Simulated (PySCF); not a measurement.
C3ClFO.
Geometry (PBE0-D3(BJ)/def2-SVP, Å), atoms numbered from 1 in this order:
```
atom  x, y, z in Å
O1    -1.047    1.842   -0.219
C2    -0.500    0.795   -0.086
C3    -0.466   -0.613    0.221
F4    -1.027   -1.728    0.571
C5     0.698   -0.043   -0.123
Cl6    2.347   -0.249   -0.388
```

The closed-shell ground state was solved at several levels (PySCF, density fitting, gas phase, non-relativistic).

```tsv
level	basis functions	total energy (Eh)	HOMO (eV)	LUMO (eV)	gap (eV)	dipole (D)
PBE/pcSseg-2	223	-749.1436	-6.50	-2.06	4.44	2.69
CAM-B3LYP/def2-SVPD	133	-749.0405	-9.42	0.00	9.42	2.95
```

**Question.** What might PBE0/pcSseg-1 (109 basis functions) give for the same quantities?

**Answer.** Total energy -748.9756 Eh, HOMO -8.01 eV, LUMO -1.04 eV, gap 6.97 eV, dipole 2.71 D.

**Question.** Over all these levels, which gives the widest orbital gap and which the narrowest?

**Answer.** CAM-B3LYP/def2-SVPD (range-separated hybrid) has the widest, 9.42 eV, and PBE/pcSseg-2 (GGA) the narrowest, 4.44 eV. Functional and basis both differ between the two, so the spread mixes both effects.

**Question.** How far do the dipole and the HOMO energy spread over the levels?

**Answer.** The dipole runs from 2.69 to 2.95 D (mean 2.78 D) and the HOMO from -9.42 to -6.50 eV.
